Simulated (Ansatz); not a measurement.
in.yaml

```yaml
crystal:
  periodic: [false, false, false]
  atoms:
    - {symbol: Al, position_ang: [0.000000, 0.000000, 0.456228]}
    - {symbol: Li, position_ang: [0.000000, 0.000000, -2.182594]}
    - {symbol: H, position_ang: [0.000000, 1.307862, 1.408637]}
    - {symbol: H, position_ang: [0.000000, -1.307862, 1.408637]}
basis:
  gaussian: {orbitals: 6-31G}
magnetization: {spin_polarized: false}
correlation: {method: ccsdtq, electrons: outside_noble_gas}
scf: {omitted_lower_state_checks: [cluster_reference]}
```

```sh
$ ansatz run in.yaml --threads 1 --pin off --events-out ev --progress --plain --max-ram 2393MiB
```

Log:

```
these checks for a lower state are left out or cut short: cluster_reference
540 factors; integrals over basis functions are off by at most 2.5e-7 eV
mean field evaluation 1: about -6814.8498 eV, gradient 6.6e0 eV
mean field evaluation 2: about -6814.8578 eV, gradient 6.6e0 eV
mean field evaluation 4: about -6815.2287 eV, gradient 3.2e-1 eV
mean field evaluation 8: about -6815.2298 eV, gradient 4.6e-4 eV
mean field -6815.22984670 eV, -250.4550773376 hartree, gradient 2.8e-6 eV, S^2 0.000000; 0 other end points of the search recorded, 0 dependent functions left out
6 core orbitals not correlated: weight in the atoms' cores, before any rotation towards them, 1.000 or more for the frozen orbitals, at most 0.000 for the correlated occupied ones
reference -6815.22984670 eV, -250.4550773376 hartree; 3, 3 occupied and 17, 17 virtual orbitals, 540 factors
second order -1.16069145 eV of doubles, -0.00000000 eV of singles
cycle   1  -1.47770413 eV  change   -3.2e-1 eV  update   6.3e-2
cycle   2  -1.68601341 eV  change   -2.1e-1 eV  update   3.1e-2
cycle   3  -1.70078250 eV  change   -1.5e-2 eV  update   1.1e-2
cycle   4  -1.70340756 eV  change   -2.6e-3 eV  update   5.5e-3
cycle   5  -1.70351065 eV  change   -1.0e-4 eV  update   2.3e-3
cycle   6  -1.70302195 eV  change    4.9e-4 eV  update   1.0e-3
cycle   7  -1.70279295 eV  change    2.3e-4 eV  update   3.5e-4
cycle   8  -1.70284722 eV  change   -5.4e-5 eV  update   1.6e-4
cycle   9  -1.70287675 eV  change   -3.0e-5 eV  update   7.4e-5
cycle  10  -1.70284213 eV  change    3.5e-5 eV  update   4.7e-5
cycle  11  -1.70284170 eV  change    4.3e-7 eV  update   3.8e-5
cycle  12  -1.70284155 eV  change    1.5e-7 eV  update   1.9e-5
cycle  13  -1.70284404 eV  change   -2.5e-6 eV  update   1.4e-5
cycle  14  -1.70284619 eV  change   -2.1e-6 eV  update   1.2e-5
cycle  15  -1.70284647 eV  change   -2.8e-7 eV  update   7.1e-6
cycle  16  -1.70284633 eV  change    1.3e-7 eV  update   3.1e-6
cycle  17  -1.70284618 eV  change    1.5e-7 eV  update   1.3e-6
cycle  18  -1.70284611 eV  change    7.2e-8 eV  update   3.0e-7
Total energy: -6816.93269281 eV, -250.5176557779 hartree
Checks for a lower state left out: cluster_reference
```

The T1 diagnostic is 0.021.

Ran on 1 thread of Arm Neoverse N1, shared host: 4.3 s wall, 0.16 GiB peak host memory.
